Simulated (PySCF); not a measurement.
## Molecular orbitals of NaCl

RHF at R = 2.365 Å; basis Na def2-TZVPP, Cl def2-TZVPP; no relativity; PySCF 2.14. State: ¹Σ⁺ (singlet), closed shell. Only the outer orbitals are listed, counted within each symmetry.

```tsv
orbital	occ.	ε (eV)	on Na (%)	main shells (%)
6σ	2	-42.05	100	100 Na p
2π	2	-42.05	100	100 Na p
2π	2	-42.05	100	100 Na p
7σ	2	-25.59	3	97 Cl s
8σ	2	-10.03	5	95 Cl p
3π	2	-9.57	3	97 Cl p
3π	2	-9.57	3	97 Cl p
9σ	0	-0.45	99	73 Na s, 26 Na p
4π	0	1.29	100	98 Na p
4π	0	1.29	100	98 Na p
```

Q: Which are the highest filled and the lowest empty level, where do they sit, and how wide is the gap?

A: Highest filled 3π at -9.57 eV (in %: 97 Cl p); lowest empty 9σ at -0.45 eV (in %: 73 Na s, 26 Na p); the gap at RHF is 9.12 eV.

```
bond order (Mayer)                               : 0.51
⟨S²⟩                                             : 0.000
charge on Na (Mulliken, basis-dependent)         : 0.73
charge on Na (Löwdin, basis-dependent)           : 0.30
dipole moment (positive dipole means Na(−)Cl(+)) : -9.23 D
polarisability along the bond                    : 25.4 bohr³
polarisability across the bond                   : 19.7 bohr³
```
